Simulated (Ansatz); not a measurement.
## Ansatz (development build ahead of 0.2.0) run

```yaml
crystal:
  periodic: [false, false, false]
  atoms:
    - { symbol: C, position_ang: [0.0, 0.0, -1.10337] }
    - { symbol: S, position_ang: [0.0, 0.0, 0.63149] }
    - { symbol: H, position_ang: [0.0, -1.00409, -1.7418] }
    - { symbol: H, position_ang: [0.0, 1.00409, -1.7418] }
basis:
  gaussian: { orbitals: cc-pVDZ }
hamiltonian:
  xc: hf
```

The input is written out in the form of the current development build from the run's settings.

Output:

```
Converged                       : yes
Total energy                    : -436.50309 hartree
Spin squared of the determinant : 0.000
```

Caution: in another basis set an unrestricted determinant lies well below.
